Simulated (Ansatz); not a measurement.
Ansatz (a quantum-chemistry and plane-wave program) input (HF/3-21G): The .json file is the Basis Set Exchange's 3-21G.

Ansatz 0.2 input:
```yaml
crystal:
  periodic: [false, false, false]
  atoms:
    - {symbol: C, position_ang: [-0.00086929, 0.06838459, -1.22948977]}
    - {symbol: Si, position_ang: [0.00022699, 0.04229501, 0.69381928]}
    - {symbol: H, position_ang: [0.00221059, -0.94120826, -1.62859569]}
    - {symbol: H, position_ang: [-0.88166922, 0.57994949, -1.60070616]}
    - {symbol: H, position_ang: [0.87618730, 0.58567741, -1.60163043]}
    - {symbol: H, position_ang: [-1.21719297, -0.61740294, 1.24784190]}
    - {symbol: H, position_ang: [1.22250218, -0.60945328, 1.24655912]}
basis:
  gaussian:
    orbitals: 3-21G.json
hamiltonian:
  xc: {name: HF}
magnetization: {spin_polarized: true, initial_magnetization: 1}
phonons: {temperatures: {t_min: 298.15, t_max: 298.15, t_step: 100}}
```

**Question.** Which harmonic wavenumbers does it give?

**Answer.** 158, 574, 626, 712, 951, 997, 1000, 1469, 1633, 1635, 2248, 2256, 3189, 3259, 3271 cm⁻¹ (unscaled; negative means imaginary).
